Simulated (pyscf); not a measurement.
Thermochemistry of product channels of `[OH][GeH3]` on the singlet surface, in eV, from ωB97M-D3(BJ)/def2-TZVP energies (ideal gas, 1 atm, RRHO with modes under 100 cm⁻¹ raised to 100, one conformer, R ln 2 for rigid chiral ones). Single points on ωB97X-D3(BJ)/def2-SVP structures (PySCF, gas phase).

```
products                             ΔE  ΔH(298 K)  ΔG(600 K)  ΔG(1200 K)
--------------------------------  -----  ---------  ---------  ----------
`[O]=[GeH2]` + `[H][H]`               ?      +2.23      +1.55           ?
`[OH][GeH]` [singlet] + `[H][H]`  +1.12      +0.99      +0.26       -0.49
```

Complete the blanks.


- `[O]=[GeH2]` + `[H][H]`, ΔE: +2.43
- `[O]=[GeH2]` + `[H][H]`, ΔG(1200 K): +0.85

The channel to HO–GeH: [singlet] + H₂ turns favourable between 298 and 1200 K (ΔG from +0.63 eV to -0.49 eV).

These are energies of the channels, which say nothing of barriers. Elements up to Kr have no core potential and no relativistic terms here.
